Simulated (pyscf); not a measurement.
**Multi-bond step: H₂N–SiH₂–Cl + NH₃ → NH₃ + :HSi–Cl [singlet] + NH₃**

Gas phase, singlet surface, charge 0. Bonds broken: N1–Si2, Si2–H6, N8–H10. Bonds formed: N1–H10, H6–N8. Optimised with ωB97X-D3(BJ)/def2-SVP in PySCF.

Transition state (Å):

```xyz
11

N     -1.5686    -0.7870    -0.4008
Si     0.1744    -0.2805    -0.5781
Cl     0.6591    -0.4559     1.5261
H     -2.0559    -0.8730    -1.2946
H     -1.7153    -1.6584     0.1104
H     -0.4547     1.5086    -0.3117
H      0.9476    -1.4499    -1.1486
N     -1.3271     1.9034     0.4527
H     -1.8357     2.7543     0.2144
H     -1.9011     1.0319     0.3854
H     -0.9032     1.9471     1.3814
```

One imaginary mode, 765i cm⁻¹; descent along it reached the two sides named, in the forms told below.

| bond | change | reactant side (Å) | saddle | product side |
|---|---|---|---|---|
| N1–Si2 | breaks | 1.707 | 1.824 | 2.004 |
| Si2–H6 | breaks | 1.483 | 1.915 | 3.7 |
| N8–H10 | breaks | 1.021 | 1.046 | 1.843 |
| N1–H10 | forms | 3.4 | 2.009 | 1.051 |
| H6–N8 | forms | 3.9 | 1.225 | 1.021 |

Electronic energies relative to the separated reactants (eV):

```csv
level,barrier,reaction energy,reverse barrier
ωB97X-D3(BJ)/def2-TZVP,1.93,+2.84,-0.91
PBE/def2-TZVP,1.57,+2.52,-0.96
r²SCAN/def2-TZVP,1.76,+2.84,-1.08
B3LYP-D3(BJ)/def2-TZVP,1.80,+2.62,-0.82
PBE0-D3(BJ)/def2-TZVP,1.68,+2.75,-1.06
M06-2X/def2-TZVP,1.90,+2.71,-0.81
ωB97M-D3(BJ)/def2-TZVP,1.90,+2.62,-0.72
HF/def2-TZVP,2.78,+2.68,0.09
```

With ωB97M-D3(BJ)/def2-TZVP energies and thermal terms (ideal gas, 1 atm, RRHO with modes under 100 cm⁻¹ raised to 100, one conformer, R ln 2 for chiral ones without a mode under 150 cm⁻¹), in eV:

```tsv
T (K)	ΔH‡	ΔG‡	ΔH	ΔG
298	1.90	2.37	+2.59	+2.13
600	1.91	2.84	+2.56	+1.66
900	1.93	3.30	+2.51	+1.22
1200	1.96	3.75	+2.46	+0.80
```

On the reactant side the descent ends in a complex (not fully relaxed), 0.27 eV under the separated species and 2.20 eV under the saddle at ωB97X-D3(BJ)/def2-TZVP. On the product side the descent ends in an adduct with a N–Si contact, 1.82 eV under the separated species and 0.92 eV under the saddle at ωB97X-D3(BJ)/def2-TZVP. At ωB97X-D3(BJ)/def2-TZVP, PBE, r²SCAN, B3LYP-D3(BJ), PBE0-D3(BJ), M06-2X, ωB97M-D3(BJ) the saddle lies under the separated products, which points to a path from their complex (located at ωB97X-D3(BJ) alone), and parting the products costs more than the saddle. What is counted as broken (N–Si) persists as a longer contact in the product adduct; parting that adduct is a step of its own. The same reactants have a lower exit, to H₂N–SiH(NH₂)–Cl + H₂ (barrier +1.48 eV at ωB97M-D3(BJ)/def2-TZVP, against +1.90 eV here). This is the saddle that the search found; another between the same sides may lie lower.
